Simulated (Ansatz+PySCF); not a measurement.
A calculation with Ansatz (development build ahead of 0.2.0).

```yaml
crystal:
  periodic: [false, false, false]
  atoms:
    - { symbol: C, position_ang: [0.0, 0.0, -0.82058] }
    - { symbol: "N", position_ang: [0.0, 0.0, -1.93917] }
    - { symbol: C, position_ang: [0.0, 0.0, 0.55773] }
    - { symbol: H, position_ang: [0.0, -0.93522, 1.10101] }
    - { symbol: H, position_ang: [0.0, 0.93522, 1.10101] }
basis:
  gaussian: { orbitals: cc-pVTZ }
magnetization:
  initial_magnetization: 1
hamiltonian:
  xc: hf
correlation:
  method: mp2
  frozen_orbitals: { C: 1, H: 0, "N": 1 }
output:
  forces: true
```

The input is written out in the form of the current development build from the run's settings. Correlation on restricted open-shell orbitals is semicanonical, with singles.

Results

| Item | Value |
| --- | --- |
| Converged | yes |
| Reference energy | -131.33930 hartree |
| Correlation energy | -0.47869 hartree |
| Total energy | -131.81800 hartree |
| Spin squared of the determinant | 0.750 |
| Stability test | minimum among restricted orbitals |
| Occupied orbitals by symmetry in an Abelian subgroup (alpha; beta) | 7 A1 2 B1 2 B2; 7 A1 1 B1 2 B2 |

Forces (eV/Å):
```
atom     Fx      Fy      Fz
  C1  0.000   0.000   6.769
  N2  0.000   0.000  -7.488
  C3  0.000   0.000   0.939
  H4  0.000   0.173  -0.111
  H5  0.000  -0.173  -0.111
```

Caution: forces differ strongly between restricted and unrestricted references.
